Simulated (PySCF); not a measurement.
**C$_{2}$H$_{3}$F: calculation and literature**

Atom-mapped SMILES (the numbers label the heavy atoms): `[CH2:1]=[CH:2][F:3]`. Hydrogens are named by the atom that carries them. Ha(C1) is cis to F3; Hb(C1) is trans to F3.

Published estimates (parent shift plus substituent increments) and measurements: δ 19F F3 -113.0 ppm (measured; G. Saielli, R. Bini, A. Bagno, Computational 19F NMR. 2. Organic compounds, RSC Adv. 2014, ESI (exp. from Berger-Braun-Kalinowski 1994 and Everett 1995)).
δ 13C C2 148.2; C1 89.0 ppm (estimated from measurements, as parent shift plus tabulated substituent increment; solution, not stated per compound (mostly CDCl3 or CCl4); Pretsch, Buehlmann, Badertscher, Structure Determination of Organic Compounds, 4th ed. (2009)).
δ 1H H(C2) 6.17; Ha(C1) 4.37; Hb(C1) 4.03 ppm (measured; solution, not stated per compound (mostly CDCl3 or CCl4); Pretsch, Buehlmann, Badertscher, Structure Determination of Organic Compounds, 4th ed. (2009)).
σ 19F F3 324.2 ppm (CCSD(T)/13s9p4d3f; gas (isolated, no vibration); M. E. Harding, PhD thesis, Mainz 2008 (Harding, Lenhart, Auer, Gauss, JCP 2008, 128, 244111)). Coupling constants: 3J(Hb(C1),H(C2)) (cis) 4.7 Hz, 3J(Ha(C1),H(C2)) (trans) 12.8 Hz, 3J(H(C2),Hb(C1)) (cis) 4.7 Hz, 3J(H(C2),Ha(C1)) (trans) 12.8 Hz, 2J(Hb(C1),Ha(C1)) -3.2 Hz, 1J(C2,H(C2)) 200.2 Hz.

Theoretical values (PySCF): σ from GIAO-B97-2/pcSseg-2, spin–spin couplings from B3LYP/pcJ-2, PBE0-D3(BJ)/def2-TZVP structure. Non-relativistic Hamiltonian, isolated molecule, single conformer.

(1) What does the calculation give, and how does it compare?

(2) How far are the unscaled 13C shifts from the references?

(3) How far are the unscaled 1H shifts from the references?

Answers

(1) 
Reference values: measured (G. Saielli, R. Bini, A. Bagno, Computational 19F NMR. 2. Organic compounds, RSC Adv. 2014, ESI (exp. from Berger-Braun-Kalinowski 1994 and Everett 1995)).
```
atoms        quantity  reference  computed  computed, scaled
   F3  δ 19F vs CFCl3     -113.0    -110.1            -108.1
```

Reference values: estimated from measurements, as parent shift plus tabulated substituent increment (solution, not stated per compound (mostly CDCl3 or CCl4); Pretsch, Buehlmann, Badertscher, Structure Determination of Organic Compounds, 4th ed. (2009)).
```json
{"atoms": "C2", "quantity": "δ 13C", "reference": "148.2", "computed": "165.9", "computed, scaled": "158.1"}
{"atoms": "C1", "quantity": "δ 13C", "reference": "89.0", "computed": "99.5", "computed, scaled": "93.9"}
```

Reference values: measured (solution, not stated per compound (mostly CDCl3 or CCl4); Pretsch, Buehlmann, Badertscher, Structure Determination of Organic Compounds, 4th ed. (2009)).
```tsv
atoms	quantity	reference	computed	computed, scaled
H(C2)	δ 1H	6.17	6.92	6.63
Ha(C1)	δ 1H	4.37	4.99	4.82
Hb(C1)	δ 1H	4.03	4.60	4.46
```

Reference values: CCSD(T)/13s9p4d3f (gas (isolated, no vibration); M. E. Harding, PhD thesis, Mainz 2008 (Harding, Lenhart, Auer, Gauss, JCP 2008, 128, 244111)).
| atoms | quantity | reference | computed |
| --- | --- | --- | --- |
| F3 | σ 19F | 324.2 | 286.1 |

Absolute shieldings are compared as such; zero-point and thermal motion, absent here, lowers them by some tenths of a ppm for H, a few ppm for C and up to about 10 ppm for F.

Computed shifts are σ(ref) − σ with the named reference compound (TMS for H and C) calculated as an isolated molecule at the same level. The measured values may be among those fitted. Expected solution values come from regression of measured δ (H and C: mostly CDCl3, vs TMS) on computed σ: 13C: δ = 176.83 − 0.965σ (rms 2.0 ppm, 507 shifts, 2.1 ppm with the 1 outlier that the fit left out); 1H: δ = 29.81 − 0.938σ (rms 0.14 ppm, 293 shifts, 0.16 ppm with the 4 outliers that the fit left out); 19F: δ = 160.24 − 0.938σ +9.4 on sp3 carbon (rms 4.8 ppm, 130 shifts, 5.6 ppm with the 3 outliers that the fit left out vs CFCl3, solution or neat liquid). Occasional misses reach two or three times the rms, and more in compound classes unlike the fitted ones.

Coupling constants in Hz:
| coupling | reference | computed | source |
| --- | --- | --- | --- |
| 3J(Hb(C1),H(C2)) cis | 4.7 | 6.0 | measured; UCL NMR lecture notes, Spin-Spin Coupling (L3_3_97) |
| 3J(Ha(C1),H(C2)) trans | 12.8 | 14.1 | measured; UCL NMR lecture notes, Spin-Spin Coupling (L3_3_97) |
| 3J(H(C2),Hb(C1)) cis | 4.7 | 6.0 | measured; solution (compiled); Pretsch, Buehlmann, Badertscher, Structure Determination of Organic Compounds, 4th ed., Springer 2009 |
| 3J(H(C2),Ha(C1)) trans | 12.8 | 14.1 | measured; solution (compiled); Pretsch, Buehlmann, Badertscher, Structure Determination of Organic Compounds, 4th ed., Springer 2009 |
| 2J(Hb(C1),Ha(C1)) | -3.2 | -2.4 | measured; UCL NMR lecture notes, Spin-Spin Coupling (L3_3_97) |
| 1J(C2,H(C2)) | 200.2 | 205.1 | measured; liquid or solution (compiled); San Fabian, Garcia de la Vega, Suardiaz et al., Magn. Reson. Chem. 2013, 51, 775 (SI) |

(2) Mean signed difference +14.10 ppm, mean absolute 14.10 ppm over 2 comparisons; the largest is +17.7 ppm at C2 (alkene CH).

(3) Mean signed difference +0.65 ppm, mean absolute 0.65 ppm over 3 comparisons; the largest is +0.75 ppm at H(C2) (hydrogen on an alkene CH).

13 of the 19 published NMR values on file for this molecule are compared. The rest: values from further sources, values whose atom or origin is in doubt, other calculations.

Common functionals overestimate the size of one-bond C–F couplings by tens of Hz; these are unscaled.
